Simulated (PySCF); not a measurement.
# Simulated absorption spectrum

Species: C₄H₇Cl.
Geometry (PBE0-D3(BJ)/def2-SVP, Å), atoms numbered from 1 in this order:
```xyz
12
C4H7Cl angstrom
C      1.957    0.243   -0.039
C      0.531   -0.059   -0.339
C     -0.515    0.032    0.489
C     -1.933   -0.280    0.149
Cl    -0.304    0.555    2.145
H      2.087    0.573    1.000
H      2.341    1.034   -0.705
H      2.591   -0.644   -0.205
H      0.294   -0.396   -1.355
H     -2.574    0.603    0.299
H     -2.324   -1.079    0.798
H     -2.015   -0.602   -0.898
```

Computed with TDDFT CAM-B3LYP/def2-SVPD, vertical, gas phase, core orbitals frozen in the response (PySCF).

Broadening: Gaussians 0.4 eV wide at half height, area fixed by f = 4.319×10⁻⁹ ∫ε dν̃. The width is an assumption, not a result. The curve ends short of the highest state used, and states not computed would add to its high-energy end.

```tsv
λ (nm)	ε (L mol⁻¹ cm⁻¹)
153.7	1270
155.1	1569
156.6	1851
158.0	1993
159.5	1971
160.9	1789
162.4	1464
163.8	1106
165.3	748
166.7	497
168.2	377
169.6	500
171.1	1090
172.5	2377
174.0	4948
175.4	8689
176.9	13952
178.3	19320
179.7	24029
181.2	27088
182.6	27375
184.1	24965
185.5	20892
187.0	15714
188.4	11079
189.9	6997
191.3	4224
192.8	2279
194.2	1198
195.7	563
197.1	264
198.6	112
200.0	49
201.5	21
202.9	9
204.4	4
205.8	2
207.3	1
208.7	1
210.2	0
211.6	0
213.1	0
214.5	0
216.0	0
```

Question: Locate the maxima and give the states behind the curve.

Answer: 182 nm (6.81 eV), ε about 28000, made up of S2 (100%); 159 nm (7.82 eV), ε about 2000, made up of S5 (50%) and S7 (35%) (ε in L mol⁻¹ cm⁻¹; maxima over ε = 5, shares over 10%). The states used: S1 6.34 eV (f 0.0001); S2 6.81 eV (f 0.408); S3 6.89 eV (f 0.0010); S4 7.57 eV (f 0.0045); S5 7.75 eV (f 0.016); S6 7.77 eV (f 0.0031); S7 7.97 eV (f 0.016); S8 8.44 eV (f 0.021); S9 8.59 eV (f 0.0023); S10 8.67 eV (f 0.018).

Question: Coming from long wavelengths, where does ε first pass 100 L mol⁻¹ cm⁻¹?

Answer: At about 199 nm (6.24 eV), 0.10 eV below S1.

Question: What would ε be at 6.81 eV, the highest of these maxima, with half the width (0.2 eV)?

Answer: About 55100 L mol⁻¹ cm⁻¹ against 27600, a factor of about 2.00; a lone state at its own centre would give exactly 2.

Question: On this curve, what absorbance would a 10⁻⁴ mol/L sample give at 193 nm over a 1 cm path?

Answer: 193 nm is 6.424 eV, where ε is about 2100 L mol⁻¹ cm⁻¹, so A = ε c l ≈ 0.21 (Beer–Lambert, with the gas-phase spectrum and the assumed width).

All these states lie below the vertical ionisation energy of 9.10 eV (ΔSCF).
